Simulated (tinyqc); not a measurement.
CCSD on RHF in the sto-6g basis, for H2O, spin multiplicity 1, step by step. One step of it, computed by the program tinyqc.

Task: Iteration 8 (converged): orbitals. Diagonalise F' = X^T F X, C = X C', fill 5 alpha and 5 beta electrons from the bottom; D = 2 C_occ C_occ^T. Each column has its largest component positive (the first on a tie).

converged F (hartree):
```
             1O 1s      1O 2s     1O 2px     1O 2py     1O 2pz      2H 1s      3H 1s
1O 1s   -20.491027  -4.964487   0.000000   0.000000  -0.030574  -1.362824  -1.362824
1O 2s    -4.964487  -2.361539   0.000000   0.000000  -0.148646  -1.110194  -1.110194
1O 2px    0.000000   0.000000  -0.400097   0.000000   0.000000   0.000000   0.000000
1O 2py    0.000000   0.000000   0.000000  -0.377008   0.000000  -0.416393   0.416393
1O 2pz   -0.030574  -0.148646   0.000000   0.000000  -0.390914  -0.372425  -0.372425
2H 1s    -1.362824  -1.110194   0.000000  -0.416393  -0.372425  -0.657188  -0.453644
3H 1s    -1.362824  -1.110194   0.000000   0.416393  -0.372425  -0.453644  -0.657188
```

X:
```
                1          2          3         4          5          6         7
1O 1s   -0.278769   0.000000   0.772587  0.000000  -0.610192   0.000000  0.143994
1O 2s    1.273252   0.000000  -0.286521  0.000000  -0.281157   0.000000  0.416987
1O 2px   0.000000   0.000000   0.000000  1.000000   0.000000   0.000000  0.000000
1O 2py   0.000000   0.983424   0.000000  0.000000   0.000000   0.686978  0.000000
1O 2pz   0.554639   0.000000   0.634410  0.000000   0.667769   0.000000  0.180177
2H 1s   -0.797320  -0.925223  -0.143178  0.000000   0.114440   0.365096  0.370442
3H 1s   -0.797320   0.925223  -0.143178  0.000000   0.114440  -0.365096  0.370442
```

Give: F' = X^T F X; orbital energies; coefficients C; D after iteration 8.

Result:

F' = X^T F X (hartree):
```
        1      2       3       4       5       6       7
1   0.326  0.000   1.403   0.000  -0.913   0.000   0.023
2   0.000  0.802   0.000   0.000   0.000   0.113   0.000
3   1.403  0.000  -9.850   0.000   9.123   0.000  -3.869
4   0.000  0.000   0.000  -0.400   0.000   0.000   0.000
5  -0.913  0.000   9.123   0.000  -9.233   0.000   3.864
6   0.000  0.113   0.000   0.000   0.000  -0.650   0.000
7   0.023  0.000  -3.869   0.000   3.864   0.000  -2.849
```

orbital energies (hartree): MO1 -20.494, MO2 -1.303, MO3 -0.659, MO4 -0.458, MO5 -0.400, MO6 0.650, MO7 0.811

coefficients C:
```
           MO1     MO2     MO3     MO4    MO5     MO6     MO7
1O 1s    0.997  -0.220   0.000   0.096  0.000  -0.130   0.000
1O 2s    0.017   0.819   0.000  -0.537  0.000   0.999   0.000
1O 2px   0.000   0.000   0.000   0.000  1.000   0.000   0.000
1O 2py   0.000   0.000   0.609   0.000  0.000   0.000   1.034
1O 2pz   0.004   0.146   0.000   0.802  0.000   0.724   0.000
2H 1s   -0.004   0.158   0.435   0.250  0.000  -0.848  -0.894
3H 1s   -0.004   0.158  -0.435   0.250  0.000  -0.848   0.894
```

D after iteration 8:
```
         1O 1s   1O 2s  1O 2px  1O 2py  1O 2pz   2H 1s   3H 1s
1O 1s    2.102  -0.430   0.000   0.000   0.096  -0.030  -0.030
1O 2s   -0.430   1.918   0.000   0.000  -0.622  -0.011  -0.011
1O 2px   0.000   0.000   2.000   0.000   0.000   0.000   0.000
1O 2py   0.000   0.000   0.000   0.742   0.000   0.530  -0.530
1O 2pz   0.096  -0.622   0.000   0.000   1.329   0.448   0.448
2H 1s   -0.030  -0.011   0.000   0.530   0.448   0.555  -0.204
3H 1s   -0.030  -0.011   0.000  -0.530   0.448  -0.204   0.555
```
